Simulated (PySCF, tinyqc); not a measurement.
Worked calculation: CIS and TDHF on RHF in the sto-3g basis, frozen core, for HF, spin multiplicity 1. The lowest restricted solution is unstable here: a spin-polarised one lies 0.0117 hartree lower (PySCF). One step of it, computed by the program tinyqc.

Problem. TDHF (RPA) singlet states. B(ia,jb) = 2 (ia|jb) - (ib|ja); the squared energies are the eigenvalues of (A - B)(A + B); 1 hartree = 27.211386 eV.

CIS matrix A, singlet (hartree), lower triangle:
```
          2>6       3>6       4>6       5>6
2>6  1.277579
3>6  0.000000  0.221882
4>6  0.000000  0.000000  0.221882
5>6  0.023404  0.000000  0.000000  0.620903
```

Two-electron integrals over orbitals (pq|rs), unique and non-zero (hartree); the lowest 1 orbital is frozen and left out:
```
(22|22) 0.876712    (32|32) 0.190495    (33|22) 0.897701    (33|33) 0.997514
(42|42) 0.190495    (43|43) 0.053770    (44|22) 0.897701    (44|33) 0.889973
(44|44) 0.997514    (52|22) -0.045650   (52|33) -0.061466   (52|44) -0.061466
(52|52) 0.129767    (53|32) -0.025015   (53|53) 0.033720    (54|42) -0.025015
(54|54) 0.033720    (55|22) 0.679061    (55|33) 0.665095    (55|44) 0.665095
(55|52) -0.010570   (55|55) 0.661985    (62|22) -0.076551   (62|33) -0.076214
(62|44) -0.076214   (62|52) -0.080793   (62|55) -0.020692   (62|62) 0.091298
(63|32) -0.025590   (63|53) -0.023199   (63|63) 0.028633    (64|42) -0.025590
(64|54) -0.023199   (64|64) 0.028633    (65|22) -0.248973   (65|33) -0.254916
(65|44) -0.254916   (65|52) 0.074831    (65|55) -0.089018   (65|62) 0.032372
(65|65) 0.241338    (66|22) 0.631265    (66|33) 0.616957    (66|44) 0.616957
(66|52) 0.041340    (66|55) 0.640771    (66|62) -0.050229   (66|65) -0.028059
(66|66) 0.664766
```

Give: TDHF matrix B, singlet; squared energies w^2; TDHF energies from the positive w^2.

Solution.

TDHF matrix B, singlet (hartree), lower triangle:
```
        2>6     3>6     4>6     5>6
2>6  0.0913
3>6  0.0000  0.0286
4>6  0.0000  0.0000  0.0286
5>6  0.0324  0.0000  0.0000  0.2413
```

squared energies w^2 (hartree^2): 0.0484  0.0484  0.3264  1.6238

TDHF energies from the positive w^2 (eV): 5.9872  5.9872  15.5457  34.6747
